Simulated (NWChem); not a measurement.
System: disilane (Si$_{2}$H$_{6}$); SMILES [SiH3][SiH3]

NWChem input:

```
start job
memory heap 200 mb stack 900 mb global 1100 mb
geometry units angstroms noautosym nocenter noautoz
  Si     0.000000     0.000000     1.175890
  Si     0.000000     0.000000    -1.175890
  H     -1.336674    -0.456334     1.696802
  H      0.273141     1.385761     1.696802
  H      1.063534    -0.929427     1.696802
  H     -0.273141    -1.385761    -1.696802
  H      1.336674     0.456334    -1.696802
  H     -1.063534     0.929427    -1.696802
end
basis spherical
  * library 6-311g**
end
dft
  xc pbe0
  iterations 150
end
cosmo
  do_cosmo_smd true
  solvent water
end
task dft energy
```

Excerpt of the output:

```
             Northwest Computational Chemistry Package (NWChem) 7.3.0
             --------------------------------------------------------

                             Geometry "geometry" -> ""
                             -------------------------

 Output coordinates in angstroms (scale by  1.889725989 to convert to a.u.)

  No.       Tag          Charge          X              Y              Z
 ---- ---------------- ---------- -------------- -------------- --------------
    1 Si                  14.0000     0.00000000     0.00000000     1.17589000
    2 Si                  14.0000     0.00000000     0.00000000    -1.17589000
    3 H                    1.0000    -1.33667400    -0.45633400     1.69680200
    4 H                    1.0000     0.27314100     1.38576100     1.69680200
    5 H                    1.0000     1.06353400    -0.92942700     1.69680200
    6 H                    1.0000    -0.27314100    -1.38576100    -1.69680200
    7 H                    1.0000     1.33667400     0.45633400    -1.69680200
    8 H                    1.0000    -1.06353400     0.92942700    -1.69680200

 Effective nuclear repulsion energy (a.u.)      90.0365982555

                                 NWChem DFT Module
                                 -----------------

 Summary of "ao basis" -> "ao basis" (spherical)
 ------------------------------------------------------------------------------
       Tag                 Description            Shells   Functions and Types
 ---------------- ------------------------------  ------  ---------------------
 Si                         6-311g**                12       26   6s5p1d
 H                          6-311g**                 4        6   3s1p

 in cosmo_initialize ...
 calling solv_data for solv:h2o

 solvent parameters
 solvname_short: h2o
 solvname_long:  water
 dielec:       78.4000
 dielecinf:     1.7769
 aqueous SMD model solvent descriptors
 dielec:       78.4000
 sola:          0.8200

          ---------------
          -cosmo- solvent
          ---------------
 Cosmo: York-Karplus, doi: 10.1021/jp992097l
 dielectric constant -eps-     =  78.40
 screen = (eps-1)/(eps    )    =   0.98724
 surface charge correction     = lagrangian

   van der Waals surface
 --------------------------

 ---------- ATOMIC COORDINATES (A.U.) ------------ VDWR(ANG.) --
     1    0.00000000    0.00000000    2.22210989     2.470
     2    0.00000000    0.00000000   -2.22210989     2.470
     3   -2.52594760   -0.86234622    3.20649084     1.200
     4    0.51616165    2.61870858    3.20649084     1.200
     5    2.00978784   -1.75636236    3.20649084     1.200
     6   -0.51616165   -2.61870858   -3.20649084     1.200
     7    2.52594760    0.86234622   -3.20649084     1.200
     8   -2.00978784    1.75636236   -3.20649084     1.200
 number of segments per atom =        128
 number of   points per atom =        128
 atom (   nspa,  nppa )
 ----------------------
    1 (     90,     0 )       0
    2 (     90,     0 )       0
    3 (     35,     0 )       0
    4 (     33,     0 )       0
    5 (     36,     0 )       0
    6 (     33,     0 )       0
    7 (     35,     0 )       0
    8 (     36,     0 )       0
 number of -cosmo- surface points =      388
 molecular surface =    114.709 angstrom**2
 molecular volume  =     95.192 angstrom**3
 -lineq- algorithm             =   0
 -bem- low  level              =   3
 -bem- from -octahedral-
 gaussian surface charge width =   4.50000
 degree of switching           =   1.00000
 switching function tolerance  =   0.00010
 atomic radii =
 --------------
    1 14.000  2.470
    2 14.000  2.470
    3  1.000  1.200
    4  1.000  1.200
    5  1.000  1.200
    6  1.000  1.200
    7  1.000  1.200
    8  1.000  1.200
 ...... end of -cosmo- initialization ......

 nat:                     8
 ixmem:                  3618
 calling mnsol_interface()
 G(SMD-CDS) energy (kcal/mol)  =     3.310
 SMD-CDS SASA (angstrom**2)    =   134.298

            General Information
            -------------------
          SCF calculation type: DFT
          Wavefunction type:  closed shell.
          No. of atoms     :     8
          No. of electrons :    34
           Alpha electrons :    17
            Beta electrons :    17
          Charge           :     0
          Spin multiplicity:     1
          Use of symmetry is: off; symmetry adaption is: off
          Maximum number of iterations: 150
          AO basis - number of functions:    88
                     number of shells:    48
          Convergence on energy requested:  1.00D-06
          Convergence on density requested:  1.00D-05
          Convergence on gradient requested:  5.00D-04

              XC Information
              --------------
                         PBE0 Method XC Functional
                     Hartree-Fock (Exact) Exchange  0.250
          PerdewBurkeErnzerhof Exchange Functional  0.750
            Perdew 1991 LDA Correlation Functional  1.000 local
           PerdewBurkeErnz. Correlation Functional  1.000 non-local

             Grid Information
             ----------------
          Grid used for XC integration:  medium
          Radial quadrature: Mura-Knowles
          Angular quadrature: Lebedev.
          Tag              B.-S. Rad. Rad. Pts. Rad. Cut. Ang. Pts.
          ---              ---------- --------- --------- ---------
          Si                  1.10       88          10.0       590
          H                   0.35       45          12.0       434
          Grid pruning is: on
          Number of quadrature shells:   446
          Spatial weights used:  Erf1

      Superposition of Atomic Density Guess
      -------------------------------------

 Sum of atomic energies:        -580.67204688

      Non-variational initial energy
      ------------------------------

 Total energy =    -581.189757
 1-e energy   =    -982.980674
 2-e energy   =     311.754319
 HOMO         =      -0.327305
 LUMO         =       0.059380

   convergence    iter        energy       DeltaE   RMS-Dens  Diis-err
 ---------------- ----- ----------------- --------- --------- ---------
     COSMO gas phase
 d= 0,ls=0.0,diis     1   -582.3101600939 -6.72D+02  3.71D-03  5.50D-01
 d= 0,ls=0.0,diis     2   -582.3299233539 -1.98D-02  2.05D-03  1.48D-02
 d= 0,ls=0.0,diis     3   -582.3314376574 -1.51D-03  7.32D-04  8.92D-03
 d= 0,ls=0.0,diis     4   -582.3327714256 -1.33D-03  4.71D-05  2.53D-05
 d= 0,ls=0.0,diis     5   -582.3327748768 -3.45D-06  7.44D-06  1.79D-07
 d= 0,ls=0.0,diis     6   -582.3327749163 -3.96D-08  8.28D-07  7.79D-09

   convergence    iter        energy       DeltaE   RMS-Dens  Diis-err
 ---------------- ----- ----------------- --------- --------- ---------
     COSMO solvation phase
 d= 0,ls=0.0,diis     1   -582.3278204768  4.95D-03  1.50D-04  3.03D-05
 d= 0,ls=0.0,diis     2   -582.3278286918 -8.21D-06  1.98D-05  3.88D-06
 d= 0,ls=0.0,diis     3   -582.3278293512 -6.59D-07  6.79D-06  1.82D-07

         Total DFT energy =     -582.327829351243
      One electron energy =     -985.332680274716
           Coulomb energy =      356.735783967544
    Exchange-Corr. energy =      -43.753460043818
 Nuclear repulsion energy =       90.036598255474

             COSMO energy =       -0.014071255727

 Numeric. integr. density =       34.000022492001

                                COSMO-SMD solvation results
                                ---------------------------

             internal energy in gas <Psi(g)|H|Psi(g)> =      -582.332774916344
         internal energy in solvent <Psi(s)|H|Psi(s)> =      -582.332765664645
                               delta internal energy  =         0.000009251699 (    0.01 kcal/mol)
   total free energy in solvent <Psi(s)|H+V/2|Psi(s)> =      -582.333104658481
 polarization energy contribution <Psi(s)|V/2|Psi(s)> =        -0.000338993836 (   -0.21 kcal/mol)
    total free energy in solvent including G(SMD-CDS) =      -582.327829351243
                       G(SMD-CDS) energy contribution =         0.005275307238 (    3.31 kcal/mol)
     1 M fixed-concentration free energy of solvation =         0.004945565101 (    3.10 kcal/mol)

                       DFT Final Molecular Orbital Analysis
                       ------------------------------------

 Vector   15  Occ=2.000000D+00  E=-3.496644D-01
              MO Center=  1.3D-08,  4.5D-08, -1.3D-07, r^2= 4.9D+00
   Bfn.  Coefficient  Atom+Function         Bfn.  Coefficient  Atom+Function
  ----- ------------  ---------------      ----- ------------  ---------------
    66      0.194108  5 H  s                 84      0.194108  8 H  s
    16      0.189466  1 Si px                42     -0.189466  2 Si px
    54     -0.159886  3 H  s                 78     -0.159886  7 H  s
    67      0.146733  5 H  s                 85      0.146733  8 H  s
    55     -0.120902  3 H  s                 79     -0.120902  7 H  s

 Vector   16  Occ=2.000000D+00  E=-3.496234D-01
              MO Center=  1.2D-08, -1.3D-08, -3.0D-08, r^2= 4.9D+00
   Bfn.  Coefficient  Atom+Function         Bfn.  Coefficient  Atom+Function
  ----- ------------  ---------------      ----- ------------  ---------------
    60      0.204333  4 H  s                 72      0.204333  6 H  s
    17      0.189512  1 Si py                43     -0.189512  2 Si py
    61      0.154473  4 H  s                 73      0.154473  6 H  s
    54     -0.131816  3 H  s                 78     -0.131816  7 H  s
    59      0.116786  4 H  s                 71      0.116786  6 H  s

 Vector   17  Occ=2.000000D+00  E=-3.089484D-01
              MO Center= -2.8D-09,  1.8D-09, -1.0D-08, r^2= 3.2D+00
   Bfn.  Coefficient  Atom+Function         Bfn.  Coefficient  Atom+Function
  ----- ------------  ---------------      ----- ------------  ---------------
    18      0.326765  1 Si pz                44     -0.326765  2 Si pz
    15      0.143876  1 Si pz                41     -0.143876  2 Si pz
     6     -0.126925  1 Si s                 32     -0.126925  2 Si s
    12     -0.120053  1 Si pz                38      0.120053  2 Si pz
    54      0.084682  3 H  s                 60      0.084722  4 H  s

 Vector   18  Occ=0.000000D+00  E= 1.470963D-02
              MO Center= -8.8D-09, -9.8D-10, -1.2D-08, r^2= 8.4D+00
   Bfn.  Coefficient  Atom+Function         Bfn.  Coefficient  Atom+Function
  ----- ------------  ---------------      ----- ------------  ---------------
     6      1.264703  1 Si s                 32     -1.264703  2 Si s
    21     -1.100557  1 Si pz                47     -1.100557  2 Si pz
    18     -0.253766  1 Si pz                44     -0.253766  2 Si pz
     5      0.143685  1 Si s                 31     -0.143685  2 Si s
     4     -0.127901  1 Si s                 30      0.127901  2 Si s

 Vector   19  Occ=0.000000D+00  E= 1.513115D-02
              MO Center= -5.6D-08,  1.5D-08,  1.2D-07, r^2= 5.1D+00
   Bfn.  Coefficient  Atom+Function         Bfn.  Coefficient  Atom+Function
  ----- ------------  ---------------      ----- ------------  ---------------
    67      0.804504  5 H  s                 85     -0.804504  8 H  s
    20      0.581278  1 Si py                46      0.581278  2 Si py
    61     -0.529497  4 H  s                 73      0.529497  6 H  s
    19     -0.464834  1 Si px                45     -0.464834  2 Si px
    55     -0.278238  3 H  s                 79      0.278238  7 H  s

 Vector   20  Occ=0.000000D+00  E= 1.513892D-02
              MO Center=  5.3D-09, -1.3D-08,  4.0D-08, r^2= 5.1D+00
   Bfn.  Coefficient  Atom+Function         Bfn.  Coefficient  Atom+Function
  ----- ------------  ---------------      ----- ------------  ---------------
    55      0.771006  3 H  s                 79     -0.771006  7 H  s
    61     -0.625191  4 H  s                 73      0.625190  6 H  s
    19      0.581508  1 Si px                45      0.581508  2 Si px
    20      0.465292  1 Si py                46      0.465292  2 Si py
    16      0.237411  1 Si px                42      0.237411  2 Si px

     Multipole analysis of the density
     ---------------------------------

     L   x y z        total         alpha         beta         nuclear
     -   - - -        -----         -----         ----         -------
     0   0 0 0     -0.000000    -17.000000    -17.000000     34.000000

     1   1 0 0      0.000000      0.000000      0.000000     -0.000000
     1   0 1 0     -0.000000     -0.000000     -0.000000      0.000000
     1   0 0 1      0.000000      0.000000      0.000000      0.000000

     2   2 0 0    -23.283392    -22.327777    -22.327777     21.372163
     2   1 1 0      0.000738      0.000366      0.000366      0.000005
     2   1 0 1     -0.000657     -0.000334     -0.000334      0.000012
     2   0 2 0    -23.280032    -22.326100    -22.326100     21.372169
     2   0 1 1      0.002302      0.001151      0.001151      0.000000
     2   0 0 2    -24.088278   -112.017703   -112.017703    199.947127
```

Level: PBE0/6-311G** (spherical d), SMD on the gas-phase geometry. All runs use the structure optimised with PBE-D3(BJ)/def2-SVP. Solvent: water.
